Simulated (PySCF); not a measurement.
**NO⁺ at other levels of theory**

Starting from one script, swap the method and compare what comes out for NO⁺.

Program: PySCF 2.14.0. Level of theory: each script names its method and basis. These are calculated values, not measurements.

1 further run of the same task is left out (it didn't finish).

### Step 1. Where the work starts

NO⁺: 2 atoms, charge 1, spin multiplicity 1.

Bond lengths: N1–O2 1.098 Å.

### Step 2. Base script

Input file input.py:

```python
from pyscf import gto, scf

mol = gto.M(
    atom='N 0 0 0; O 0 0 1.098',
    basis='jorge-dzp',
    charge=1,
    spin=0,
    verbose=3,
)
mf = scf.RHF(mol)
mf.kernel()
mf.nuc_grad_method().kernel()
mf.dip_moment()
print('orbital energies (hartree):', mf.mo_energy[..., max(0, mol.nelec[1]-3):mol.nelec[0]+3].round(4))
```

Command:

```
> python input.py
```

### Step 3. Population analysis

Variant 1 changes step after the SCF: gradient → analyze.

Changes to input.py since step 2:

```diff
@@ -11,4 +11,3 @@
 mf.kernel()
-mf.nuc_grad_method().kernel()
-mf.dip_moment()
+mf.analyze()
 print('orbital energies (hartree):', mf.mo_energy[..., max(0, mol.nelec[1]-3):mol.nelec[0]+3].round(4))
```

### Step 4. Stability test

Variant 2 changes step after the SCF: gradient → stability.

Changes to input.py since step 2:

```diff
@@ -11,3 +11,3 @@
 mf.kernel()
-mf.nuc_grad_method().kernel()
+mf.stability(internal=True, external=True)
 mf.dip_moment()
```

### Step 5. Polarisability

Variant 3 changes step after the SCF: gradient → polarizability.

Changes to input.py since step 2:

```diff
@@ -1,2 +1,3 @@
 from pyscf import gto, scf
+from pyscf.prop.polarizability import rhf as pol
 
@@ -11,3 +12,4 @@
 mf.kernel()
-mf.nuc_grad_method().kernel()
+print('polarizability (a.u.)')
+print(pol.Polarizability(mf).polarizability().round(4))
 mf.dip_moment()
```

### Step 6. NEVPT2

Variant 4 changes step after the SCF: gradient → nevpt2; active space: none → 6 electrons in 5 orbitals.

Changes to input.py since step 2:

```diff
@@ -1,2 +1,2 @@
-from pyscf import gto, scf
+from pyscf import gto, scf, mcscf, mrpt
 
@@ -11,3 +11,6 @@
 mf.kernel()
-mf.nuc_grad_method().kernel()
+mc = mcscf.CASSCF(mf, 5, 6)
+mc.kernel()
+mc.analyze()
+mrpt.NEVPT(mc).kernel()
 mf.dip_moment()
```

What does the calculation give? Wanted: for each run, E(SCF); from base; gap; after the SCF.

As calculated:

```tsv
run	E(SCF) (hartree)	from base (eV)	gap (eV)	after the SCF
base	-128.926396	0	22.54	n/a
population analysis	-128.926396	0.0000	22.54	n/a
stability test	-128.926396	0.0000	22.54	unstable: RHF/RKS -> UHF/UKS
polarisability	-128.926396	0.0000	22.54	mean α 6.0 bohr³
NEVPT2	-128.926396	0.0000	22.54	NEVPT2 correlation -9.808 eV (from the SCF energy, the CASSCF gain included)
```

In words: Total energies from different bases, Hamiltonians or methods carry different errors, so properties are taken as differences within one set-up.
